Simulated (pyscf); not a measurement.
Thermochemistry of product channels of propyne (HC≡C–CH₃) + hydrogen fluoride (HF) on the singlet surface, in kJ/mol, from ωB97M-D3(BJ)/def2-TZVP energies (ideal gas, 1 atm, RRHO with modes under 100 cm⁻¹ raised to 100, one conformer, R ln 2 for chiral ones without a mode under 150 cm⁻¹). Single points on ωB97X-D3(BJ)/def2-SVP structures (PySCF, gas phase).

```csv
products,ΔE,ΔH(298 K),ΔG(600 K),ΔG(1200 K)
:HC–C(=CH₂)–F [singlet] + hydrogen (H₂),(withheld),+304.8,+307.8,+305.2
H₃C–CH=CH–F,(withheld),-102.2,-20.5,+63.2
```

Task: Some entries are withheld; supply them.

Result: 
- :HC–C(=CH₂)–F [singlet] + hydrogen (H₂), ΔE: +327.0
- H₃C–CH=CH–F, ΔE: -114.8

The channel to H₃C–CH=CH–F turns unfavourable between 298 and 1200 K (ΔG from -62.3 kJ/mol to +63.2 kJ/mol).

These are energies of the channels, which say nothing of barriers. :HC–C(=CH₂)–F [singlet] lies 217.1 kJ/mol over its isomer H₂C=C=CH–F (electronic energy, ωB97M-D3(BJ)/def2-TZVP). :HC–C(=CH₂)–F [singlet] is an excited spin state, 18.0 kJ/mol over the triplet at ωB97X-D3(BJ)/def2-TZVP. A restricted singlet here is unstable towards spin polarisation, as is usual where a triplet lies low; its energy is less safe.
